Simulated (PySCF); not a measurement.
Species: C3H10P2S.
Structure used (GFN2-xTB), in Å, numbered top down from 1:
```
atom  x, y, z in Å
C1    -0.6999    1.6396    0.1237
P2    -0.4964   -0.1544    0.4385
C3    -1.7389   -0.9428   -0.6619
S4    -0.6280   -0.6856    2.2965
C5     1.1177   -0.5810   -0.3589
P6     2.4535    0.4991    0.3704
H7    -0.5431    1.8755   -0.9267
H8     0.0216    2.1780    0.7382
H9    -1.7069    1.9248    0.4280
H10   -1.6039   -2.0231   -0.6197
H11   -2.7267   -0.7038   -0.2690
H12   -1.6519   -0.5937   -1.6885
H13    1.0588   -0.4050   -1.4366
H14    1.3145   -1.6399   -0.1701
H15    2.3232   -0.0106    1.6593
H16    3.4987   -0.3681    0.0653
```

Method: TDDFT wB97X-D/def2-SVPD, vertical, gas phase, core orbitals frozen in the response in PySCF 2.14.0, density-fitted response routines.

Ground-to-excited transition dipoles (e·a0, same axes as the geometry; the sign carries no meaning), for the states with f of 0.002 or more among the lowest 7:

| state | E (eV) | μx | μy | μz |
| --- | --- | --- | --- | --- |
| S1 | 6.213 | -0.262 | -0.472 | -0.061 |
| S2 | 6.250 | -0.559 | 0.234 | 0.120 |
| S3 | 6.300 | 0.048 | -0.111 | -0.081 |
| S4 | 6.334 | -0.164 | -0.158 | 0.083 |
| S5 | 6.435 | -0.240 | 0.202 | 0.001 |
| S6 | 6.528 | -0.209 | -0.226 | -0.250 |
| S7 | 6.612 | -0.028 | -0.162 | 0.057 |

(1) What oscillator strength does each state have?

(2) Which bond between heavy atoms lies closest to the direction of the S2 transition dipole?

(3) What angle do the transition dipoles of S1 and S2 make?

## Answers

(1) f = (2/3) ΔE |μ|² with ΔE in hartree (27.2114 eV).

```csv
state,|μ|² (au),|μ| (D),f
S1,0.295,1.38,0.045
S2,0.381,1.57,0.058
S3,0.021,0.37,0.003
S4,0.059,0.62,0.009
S5,0.098,0.80,0.016
S6,0.157,1.01,0.025
S7,0.030,0.44,0.005
```

(2) P2–C5, at 16° from it; next C1–P2 at 64°.

(3) |cos θ| = |μa·μb| / (|μa| |μb|) = 0.09, so θ ≈ 85° (taken between 0 and 90°, since the signs are arbitrary).

On an Arm Neoverse V1 with one thread (shared host), this took 52 s and 0.90 GiB of memory at its peak.

One conformer stands for the species.
